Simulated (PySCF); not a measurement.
Species: C6H9 (charge -1).
Atom-mapped SMILES: `[C-:1]#[C:2][C:3]([CH3:4])([CH3:5])[CH3:6]` (hydrogens: H7, H8, H9 on C4; H10, H11, H12 on C5; H13, H14, H15 on C6)

Computed geometry: GFN2-xTB, gas phase.

(1) What internal coordinates does the optimisation give?

Answers

(1) 
| bond | length (Å) | order |
| --- | --- | --- |
| C1≡C2 | 1.229 | triple |
| C2–C3 | 1.491 | single |
| C3–C4, C3–C5, C3–C6 | 1.540 | single |
| C4–H7 and 8 like bonds | 1.093 | single |

Bonds in one row agree within 0.01 Å and their mean is given. Orders are formal, as drawn. A selection of angles:
| angle | degrees |
| --- | --- |
| C1–C2–C3 | 179.9 |
| C2–C3–C4 | 110.6 |
| C4–C3–C5 | 108.2 |
| C3–C4–H7 | 111.8 |
| C3–C4–H8 | 110.1 |
| H7–C4–H8 | 108.4 |

The C–C distances run from 1.229 Å (C1≡C2, drawn triple) to 1.540 Å (C3–C5, drawn single), a spread of 0.311 Å.

Point group: C3v (every atom within 0.08 Å of its image). No frequency check.
